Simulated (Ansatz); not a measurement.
A made-up structure of CH3SSi, doublet:

C1  (-0.229, -0.136, -0.665)
Si2  (0.225, -1.477, 0.545)
S3  (-0.271, 0.474, 1.085)
H4  (-1.168, -0.328, -1.174)
H5  (0.583, 0.125, -1.337)
H6  (0.755, 1.263, 1.504)
(Å)

It is relaxed with PBE-D4/def2-SVP and then PBE0-D4/def2-TZVP (Ansatz 0.2.0). Atoms count as bonded within 1.22 times the sum of their covalent radii (H–H: 0.88 Å). The end point is not checked to be a true minimum.

Q: Does its bonding change? (Judge from chemistry; the calculation decides.)

A: The calculation gives: No: no bond forms or breaks.

Where it ends: The first stage lowers the energy by 0.92 eV in 7 steps. It ends as CH₃SSi ([CH2]1[Si][SH]1):
```
6
angstrom
C -0.1778 -0.2207 -0.5929
Si 0.2787 -1.6654 0.5874
S -0.4194 0.5248 1.0629
H -1.1338 -0.1976 -1.1138
H 0.5847 0.3200 -1.1520
H 0.7639 1.1591 1.1661
```

Labels in which every atom is bracketed show which atoms are joined, not bond orders.

For scale, one of the runs: PBE0-D4/def2-TZVP relaxation, 123 basis functions, launched by `ansatz run in.yaml --threads 2 --pin off --events-out ev --progress --plain --max-ram 4352MiB`. Hardware: 2 CPU threads of an Arm Neoverse V2, shared host. Wall time about 22 s.
